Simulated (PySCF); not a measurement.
Species: C5H9N.
Structure used (GFN2-xTB), in Å, numbered top down from 1:
```
atom  x, y, z in Å
C1     2.700    0.875   -0.016
C2     1.899   -0.118    0.317
C3     0.537   -0.340   -0.269
N4    -0.361   -0.763    0.773
C5    -1.601   -0.586    0.696
C6    -2.380    0.055   -0.416
H7     3.675    0.993    0.424
H8     2.418    1.611   -0.753
H9     2.184   -0.847    1.062
H10    0.198    0.559   -0.802
H11    0.602   -1.158   -1.001
H12   -2.175   -0.944    1.544
H13   -2.147    1.120   -0.464
H14   -3.447   -0.062   -0.259
H15   -2.106   -0.388   -1.374
```

Theory: delta-SCF UKS SCAN, pcX-2 on the ionised atom, pcseg-1 elsewhere, spin-free X2C in PySCF 2.14.0. Each 1s hole has a ground state of its own, since the core basis sits on the ionised atom alone.

| ionised atom | basis functions | E(ground) (Eh) | binding energy (eV) |
| --- | --- | --- | --- |
| C1 | 160 | -250.59784 | 289.991 |
| C2 | 160 | -250.59872 | 290.292 |
| C3 | 160 | -250.59728 | 291.338 |
| C5 | 160 | -250.59974 | 291.485 |
| C6 | 160 | -250.59576 | 290.964 |
| N4 | 160 | -250.60849 | 404.302 |

Problem. Fill in the total energy of each core-ionised state.

Solution. With binding energy = E(ionised) − E(ground) and 27.2114 eV a hartree:

| atom | binding energy (Eh) | E(ionised) (Eh) |
| --- | --- | --- |
| C1 | 10.6570 | -239.9409 |
| C2 | 10.6680 | -239.9307 |
| C3 | 10.7065 | -239.8908 |
| C5 | 10.7119 | -239.8879 |
| C6 | 10.6927 | -239.9030 |
| N4 | 14.8578 | -235.7507 |

Problem. How much do the ground-state energies differ, and what would follow from using one of them for all holes?

Solution. They run from -250.6085 Eh (core basis on N4) to -250.5958 Eh (on C6), 0.0127 Eh or 0.35 eV apart, though the state is the same; only basis and grid differ. Pairing the ion of C6 with the ground state of N4 would put its binding energy 0.35 eV too high.

Lowest listed C 1s: C1, bonded to C (double bond) and 2 H. Highest, 1.49 eV above it: C5, bonded to N (double bond), C and H. Summing the Pauling electronegativity differences to the bonded atoms, each weighted by its formal bond order, gives -0.70 for the lowest site and +0.63 for the highest; no listed site has a larger sum than the highest. The smallest sum, -1.05, belongs to C6, 0.97 eV above the lowest.

Only 1s holes are shown. Isolated species at its GFN2-xTB geometry (one conformer only).

On an Intel Xeon at 2.50 GHz with one thread, on a shared host, this took 3.6 min wall, 1.9 min CPU and 0.58 GiB of memory at its peak.
